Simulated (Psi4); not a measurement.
# [SiPH4]− (SMILES [SiH2-]P) at 6 levels

Aim: a comparison of 6 runs (HF/STO-3G, HF/def2-SVP, B3LYP/6-31G*, PBE/6-31+G*, MP2/6-311G**, FNO-CCSD/pcSseg-1) of [SiPH4]−. 

The calculation is run with Psi4 1.11.

2 further runs of the same task are left out: 2 set aside as unsound or not needed.

## 1. The molecule

[SiPH4]− has 6 atoms, charge -1, and is taken as a singlet. As SMILES, `[SiH2-]P`. The shape is that of a GFN2-xTB optimisation. This is one conformer, not always the lowest.

Bond lengths: Si1–P2 2.225 Å, Si1–H3 1.503 Å, Si1–H4 1.503 Å, P2–H5 1.375 Å, P2–H6 1.375 Å. Angles: Si1–P2–H5 94.0°, Si1–P2–H6 94.1°, P2–Si1–H3 96.4°, P2–Si1–H4 96.5°, H5–P2–H6 91.3°, H3–Si1–H4 96.7°.

## 2. The energy at HF/STO-3G (run 1)

run.py reads:

```python
import psi4

psi4.set_memory(1600000000)
psi4.set_num_threads(1)
psi4.set_output_file('output.dat', False)

mol = psi4.geometry("""
-1 1
Si     0.357650    -1.019850    -0.132620
P     -0.355230     1.071380     0.132600
H     -0.387090    -1.600590     1.036860
H     -0.642080    -1.408110    -1.185860
H      0.407400     1.565440    -0.899820
H      0.619350     1.391730     1.048840
symmetry c1
no_reorient
no_com
""")

options = {'puream': True, 'e_convergence': 1e-09, 'd_convergence': 1e-08, 'scf_type': 'pk'}
psi4.set_options(options)

result = psi4.energy("hf/STO-3G", molecule=mol)
print('E =', round(result, 9))
```

Launch:

```console
python run.py
```

output.dat:

```text
[...]
  Running in c1 symmetry.
[...]
  Nuclear repulsion =   83.574544087149320
[...]
  Multiplicity = 1
[...]
  Nalpha       = 17
  Nbeta        = 17
[...]
    Number of basis functions: 22
[...]
   @RHF iter   1:  -624.60958899107629   -1.75239e+00   6.57729e-03 DIIS/ADIIS
[...]
   @RHF iter   9:  -624.63431820884762   -7.95808e-13   1.63416e-09 DIIS
[...]
    Orbital Energies [Eh]
    ---------------------
    Doubly Occupied:
       1A    -78.594359     2A    -67.500173     3A     -6.927296
       4A     -5.518468     5A     -4.750976     6A     -4.750563
       7A     -4.748763     8A     -3.538615     9A     -3.537102
      10A     -3.536177    11A     -0.551903    12A     -0.331264
      13A     -0.224588    14A     -0.097315    15A     -0.093638
      16A     -0.031097    17A      0.113590
[...]
  @RHF Final Energy:  -624.63431820884762
   => Energetics <=
    Nuclear Repulsion Energy =             83.5745440871493201
    One-Electron Energy =               -1047.1803107176292542
    Two-Electron Energy =                 338.9714484216323171
    Total Energy =                       -624.6343182088476169
[...]
 Multipole Moments:
 ------------------------------------------------------------------------------------
     Multipole            Electronic (a.u.)      Nuclear  (a.u.)        Total (a.u.)
 ------------------------------------------------------------------------------------
 L = 1.  Multiply by 2.5417464519 to convert [e a0] to [Debye]
 Dipole X            :          0.5514314           -0.6118366           -0.0604053
 Dipole Y            :         -2.3760178            3.2905234            0.9145056
 Dipole Z            :         -0.1595503            0.2500864            0.0905360
 Magnitude           :                                                    0.9209593
[...]
```

On the terminal:

```text
E = -624.634318209
```

It took 0.78 s on 1 thread of AMD EPYC 9R45 (Zen 5), shared host; peak memory 0.18 GiB.

## 3. Energy and gradient at HF/def2-SVP (run 2)

calc.py reads:

```python
import psi4

psi4.set_memory('1600 MB')
psi4.set_num_threads(1)
psi4.core.set_output_file('h4psi.out', False)

molecule = psi4.geometry("""
-1 1
Si     0.67586055    -1.92723719    -0.25061548
P     -0.67128741     2.02461478     0.25057768
H     -0.73149409    -3.02467674     1.95938143
H     -1.21335535    -2.66094225    -2.24095062
H      0.76987442     2.95825286    -1.70041336
H      1.17040188     2.62998854     1.98202035
units au
symmetry c1
""")

psi4.set_options({
    'basis': 'def2-SVP',
    'reference': 'rhf',
    'puream': True,
    'e_convergence': 1e-09,
    'd_convergence': 1e-08,
    'scf_type': 'pk',
})

e, wfn = psi4.gradient('hf', return_wfn=True)
psi4.oeprop(wfn, 'DIPOLE', 'QUADRUPOLE', 'MAYER_INDICES')
print('gradient / Eh bohr^-1')
print(e.np.round(6))
print(f'energy = {wfn.energy():.10f} Eh')
```

Launch:

```console
python calc.py
```

h4psi.out:

```text
[...]
  Running in c1 symmetry.
[...]
  Nuclear repulsion =   83.574544059838061
[...]
  Multiplicity = 1
[...]
  Nalpha       = 17
  Nbeta        = 17
[...]
    Number of basis functions: 56
[...]
   @RHF iter   1:  -631.69913946890074   -4.23855e-01   4.22409e-03 DIIS/ADIIS
[...]
   @RHF iter  11:  -631.76058554431779   -1.02318e-12   3.36910e-09 DIIS
[...]
    Orbital Energies [Eh]
    ---------------------
    Doubly Occupied:
       1A    -79.694062     2A    -68.491341     3A     -7.268596
       4A     -5.864339     5A     -5.167937     6A     -5.167149
       7A     -5.165803     8A     -3.973365     9A     -3.972756
      10A     -3.971323    11A     -0.661766    12A     -0.445730
      13A     -0.341792    14A     -0.232217    15A     -0.231347
      16A     -0.185835    17A     -0.052034
[...]
  @RHF Final Energy:  -631.76058554431779
   => Energetics <=
    Nuclear Repulsion Energy =             83.5745440598380611
    One-Electron Energy =               -1048.8954766985784772
    Two-Electron Energy =                 333.5603470944226387
    Total Energy =                       -631.7605855443177916
[...]
  -Total Gradient:
     Atom            X                  Y                   Z
    ------   -----------------  -----------------  -----------------
       1       -0.027648711418     0.032632540453     0.005956778563
       2        0.031777000729    -0.018569659392    -0.005093621972
       3        0.007823948621     0.004099875362    -0.008478103514
       4        0.009628376048     0.002699378446     0.007078048863
       5       -0.008783376192    -0.012151762328     0.018652766779
       6       -0.012797237787    -0.008710372542    -0.018115868720
[...]
 Multipole Moments:
 ------------------------------------------------------------------------------------
     Multipole            Electronic (a.u.)      Nuclear  (a.u.)        Total (a.u.)
 ------------------------------------------------------------------------------------
 L = 1.  Multiply by 2.5417464519 to convert [e a0] to [Debye]
 Dipole X            :         -0.6623540            0.3776105           -0.2847434
 Dipole Y            :          2.4935061           -1.2645816            1.2289245
 Dipole Z            :          0.2841260           -0.1428416            0.1412844
 Magnitude           :                                                    1.2693681
 L = 2.  Multiply by 1.3450342976 to convert [e a0^2] to [Debye ang]
 Quadrupole XX       :        -47.3035445           17.1172657          -30.1862788
 Quadrupole XY       :         31.0194247          -27.7787203            3.2407044
[...]
```

On the terminal:

```text
gradient / Eh bohr^-1
[[-0.027649  0.032633  0.005957]
 [ 0.031777 -0.01857  -0.005094]
 [ 0.007824  0.0041   -0.008478]
 [ 0.009628  0.002699  0.007078]
 [-0.008783 -0.012152  0.018653]
 [-0.012797 -0.00871  -0.018116]]
energy = -631.7605855443 Eh
```

It took 1.2 s on 1 thread of AMD EPYC 9R45 (Zen 5), shared host; peak memory 0.2 GiB.

Runs 3 to 5 aren't shown in full; the table further down has their settings and results.

## 4. The energy at FNO-CCSD/pcSseg-1 (density fitting) (run 6)

h4psi.dat reads:

```
memory 1600 MB

molecule geom {
  -1 1
  Si
  P 1 R2
  H 1 R3 2 A3
  H 1 R4 3 A4 2 D4
  H 2 R5 1 A5 4 D5
  H 2 R6 5 A6 1 D6

  R2 = 2.22526
  R3 = 1.50319
  A3 = 96.40894
  R4 = 1.50317
  A4 = 96.65156
  D4 = -97.34055
  R5 = 1.375351
  A5 = 94.04167
  D5 = -85.81217
  R6 = 1.375473
  A6 = 91.34573
  D6 = 94.19419
  symmetry c1
  no_reorient
  no_com
}

set globals {
  basis       pcSseg-1
  reference   rhf
  freeze_core true
}

result = energy('fno-ccsd')
print_variables()
```

Launch:

```console
psi4 h4psi.dat h4psi.out -n 1
```

h4psi.out:

```text
[...]
  Running in c1 symmetry.
[...]
  Nuclear repulsion =   83.574547660481159
[...]
  Multiplicity = 1
[...]
  Nalpha       = 17
  Nbeta        = 17
[...]
    Number of basis functions: 68
[...]
   @RHF iter   1:  -631.85196525675508   -4.03035e-01   4.86611e-03 ADIIS/DIIS
[...]
   @RHF iter  11:  -631.92417100562284   -4.54747e-12   3.40764e-09 DIIS
[...]
    Orbital Energies [Eh]
    ---------------------
    Doubly Occupied:
       1A    -79.739552     2A    -68.536374     3A     -7.272813
       4A     -5.871653     5A     -5.177508     6A     -5.176885
       7A     -5.175792     8A     -3.985970     9A     -3.985555
      10A     -3.984518    11A     -0.668766    12A     -0.453346
      13A     -0.348965    14A     -0.239808    15A     -0.238030
      16A     -0.192668    17A     -0.058505
[...]
  @RHF Final Energy:  -631.92417100562284
   => Energetics <=
    Nuclear Repulsion Energy =             83.5745476604811586
    One-Electron Energy =               -1048.7840231939317164
    Two-Electron Energy =                 333.2853045278278046
    Total Energy =                       -631.9241710056228385
[...]
 Multipole Moments:
 ------------------------------------------------------------------------------------
     Multipole            Electronic (a.u.)      Nuclear  (a.u.)        Total (a.u.)
 ------------------------------------------------------------------------------------
 L = 1.  Multiply by 2.5417464519 to convert [e a0] to [Debye]
 Dipole X            :         -0.1577834            0.0314180           -0.1263654
 Dipole Y            :         -0.1520308            0.0425495           -0.1094813
 Dipole Z            :          2.5543337           -1.3264096            1.2279241
 Magnitude           :                                                    1.2392546
[...]
      * MP2 total energy:                   -632.147873358754
[...]
      * MP2 total energy:                   -632.147873358754
[...]
      * MP3 total energy:                   -632.182539488514
[...]
      * CCSD total energy:                  -632.189151084167
[...]
```

It took 3.6 s on 1 thread of AMD EPYC 9R45 (Zen 5), shared host; peak memory 0.34 GiB.

## 5. Overview of the runs

| run | level | task | Cartesian functions | energy (Eh) | HOMO energy (eV) | LUMO energy (eV) | HOMO–LUMO gap (eV) | wall time |
| --- | --- | --- | --- | --- | --- | --- | --- | --- |
| 1 | HF/STO-3G | energy | no | -624.634318 | 3.09 | 19.56 | 16.47 | 0.78 s |
| 2 | HF/def2-SVP | gradient | no | -631.760586 | -1.42 | 9.61 | 11.03 | 1.2 s |
| 3 | B3LYP/6-31G* (Cartesian functions) | gradient | yes | -633.238002 | 0.87 | 5.96 | 5.09 | 4.8 s |
| 4 | PBE/6-31+G* (spherical functions) | energy | no | -632.883123 | 1.03 | 3.27 | 2.24 | 5.4 s |
| 5 | MP2/6-311G** | energy | no | -632.210891 | -1.67 | 7.68 | 9.35 | 1.8 s |
| 6 | FNO-CCSD/pcSseg-1 (density fitting) | energy | no | -632.189151 | -1.59 | 8.50 | 10.09 | 3.6 s |

## 6. Summary of results

```
                                                    quantity          value
                                         run 6: total energy  -632.18915 Eh
                  run 6: HOMO energy (Hartree–Fock orbitals)       -1.59 eV
                  run 6: LUMO energy (Hartree–Fock orbitals)        8.50 eV
run 6: HOMO–LUMO gap (to an unbound level, set by the basis)       10.09 eV
         run 6: correlation energy (10 core orbitals frozen)     -265.0 mEh
                                        run 6: T1 diagnostic          0.011
```

What this shows: Over runs 1, 2, 3, 4 the HOMO–LUMO gap runs from 2.24 eV (PBE/6-31+G*) to 16.47 eV (HF/STO-3G). The two ends differ in method and basis. The empty levels of an anion lie above zero and hang on the basis. Totals of different functionals can't be ranked against each other. In runs 1, 3, 4 the HOMO lies above zero, so the outermost electron may be held by the basis alone. In run 1 the basis is minimal, so the values are rough. All runs together took 18 s, the longest 5.4 s.
